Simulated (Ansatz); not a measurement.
in.yaml

```yaml
crystal:
  periodic: [false, false, false]
  atoms:
    - {symbol: As, position_ang: [0.000000, -0.023392, 0.000000]}
    - {symbol: H, position_ang: [0.000000, 0.869398, -1.242445]}
    - {symbol: H, position_ang: [0.000000, 0.869394, 1.242448]}
basis:
  gaussian: {orbitals: cc-pVDZ}
total_charge: 1
magnetization: {spin_polarized: false}
correlation: {method: sc_nevpt2, electrons: valence, diis_vectors: 4}
accuracy: high
```

```sh
$ ansatz run in.yaml --threads 1 --pin off --events-out ev --progress --plain --max-ram 2393MiB
```

(1) What does the program do with this input?

Answers

(1) Refused. The settings were drawn as a stress test.
```
Error: "diis_vectors" apply only to coupled cluster; leave them out
```
